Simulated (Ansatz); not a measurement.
## CH3 (charge +1), singlet: energies of several shapes or isomers

Computed with Ansatz's Gaussian-basis code (development build). Basis cc-pVDZ, nonrelativistic, 1 orbital frozen in the corrections; active space CAS(6,7). Restricted Hartree–Fock, then the lowest state-specific CASSCF solution met for each case. Single-reference values can break down or jump between states where bonds are stretched. Solutions in different active orbitals can move differences by tenths of an eV and at times more than 1 eV.

Case A:

| atom | x (Å) | y (Å) | z (Å) |
| --- | --- | --- | --- |
| C | 0.0000 | 0.0000 | 0.0000 |
| H | 1.0157 | 0.0000 | 0.0000 |
| H | -0.5079 | 0.8797 | 0.0000 |
| H | -0.5079 | -0.8797 | 0.0000 |

Case B:

| atom | x (Å) | y (Å) | z (Å) |
| --- | --- | --- | --- |
| C | 0.0000 | 0.0000 | 0.0000 |
| H | 1.1924 | 0.0000 | 0.0000 |
| H | -0.5962 | 1.0326 | 0.0000 |
| H | -0.5962 | -1.0326 | 0.0000 |

Case C:

```
atom    x (Å)    y (Å)   z (Å)
   C   0.0000   0.0000  0.0000
   H   1.1041   0.0000  0.0000
   H  -0.5520   0.9561  0.0000
   H  -0.5520  -0.9561  0.0000
```

Energy less that of case A, in eV:

```tsv
case	RHF/ROHF	CASSCF
B	+0.151	-0.253
C	-0.342	-0.537
```

(1) Give the SC-NEVPT2 energies against case A.

(2) Which case is lowest, and do the methods agree?

Results:

(1) B: -0.213 eV (-4.9 kcal/mol); C: -0.517 eV (-11.9 kcal/mol).

(2) C is lowest in SC-NEVPT2. Of the methods shown, RHF/ROHF, CASSCF agree.
